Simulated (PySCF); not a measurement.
Molecule: hydrogen isocyanide ([C-]#[NH+], CHN).

Bonds (- single, = double, # triple, : aromatic): C1#N2 1.171 Å. N2 carries H3. Formal charges: C1 -1, N2 +1.

Spin–spin couplings on one PBE0-D3(BJ)/def2-SVP geometry, PySCF 2.14.0 with density-fitted response routines, gas phase, non-relativistic, equivalent pairs averaged; isotopes $^{15}$N, $^{1}$H, $^{13}$C; basis pcJ-1.

Problem. How do the couplings (Hz) change with the functional? Times are CPU seconds on 1 thread of an Arm Neoverse V1, shared host; the GGAs took longer than the global hybrids here, which isn't the general rule, and the cause wasn't traced.

Solution. 
```tsv
functional	functions	$^{1}J$(N2,H3)	$^{1}J$(C1,N2)	$^{2}J$(C1,H3)	core-s
HF	64	-158.8	-32.9	22.5	0.31
LDA	64	-102.2	0.5	9.5	0.78
PBE	64	-113.1	-1.6	7.6	1.1
KT2	64	-121.7	6.1	1.9	1.1
B3LYP	64	-125.7	-8.6	14.0	0.88
PBE0	64	-119.6	-7.0	13.7	0.89
B97-2	64	-115.9	-8.9	10.2	0.87
BHandHLYP	64	-136.2	-16.6	20.0	0.9
CAM-B3LYP	64	-126.3	-9.7	18.7	1.1
```
